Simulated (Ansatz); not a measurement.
Ansatz (an electronic-structure program) input (CCSD(T)/cc-pVTZ):

Ansatz 0.2 input:
```yaml
crystal:
  periodic: [false, false, false]
  atoms:
    - {symbol: C, position_ang: [0.00394345, 0.00524516, 0.76725426]}
    - {symbol: Cl, position_ang: [-0.01752138, 1.48253369, -0.22626440]}
    - {symbol: Cl, position_ang: [0.01529894, -1.48548974, -0.20614288]}
    - {symbol: H, position_ang: [-0.89039947, -0.00050138, 1.37837936]}
    - {symbol: H, position_ang: [0.90452024, 0.01928333, 1.36901878]}
basis:
  gaussian:
    orbitals: cc-pVTZ
magnetization: {spin_polarized: false}
correlation: {method: ccsd_t, electrons: outside_noble_gas}
```

End of the output:

```
11 core orbitals not correlated
reference -26070.61456298 eV, -958.0774138924 hartree; 10, 10 occupied and 105, 105 virtual orbitals, 729 factors
second order -15.03220920 eV of doubles, -0.00000000 eV of singles
coupled cluster: 0.39 GiB planned
cycle   1  -15.68340145 eV  change   -6.5e-1 eV  update   7.5e-2
cycle   2  -16.03343632 eV  change   -3.5e-1 eV  update   2.1e-2
cycle   3  -16.09676188 eV  change   -6.3e-2 eV  update   9.2e-3
cycle   4  -16.09286957 eV  change    3.9e-3 eV  update   1.9e-3
cycle   5  -16.09301160 eV  change   -1.4e-4 eV  update   7.4e-4
cycle   6  -16.09300068 eV  change    1.1e-5 eV  update   2.0e-4
cycle   7  -16.09298655 eV  change    1.4e-5 eV  update   1.0e-4
cycle   8  -16.09299083 eV  change   -4.3e-6 eV  update   3.1e-5
cycle   9  -16.09298547 eV  change    5.4e-6 eV  update   9.8e-6
perturbative correction -0.68095193 eV, -0.0250245218 hartree
Total energy: -26087.38850038 eV, -958.6938447220 hartree
```
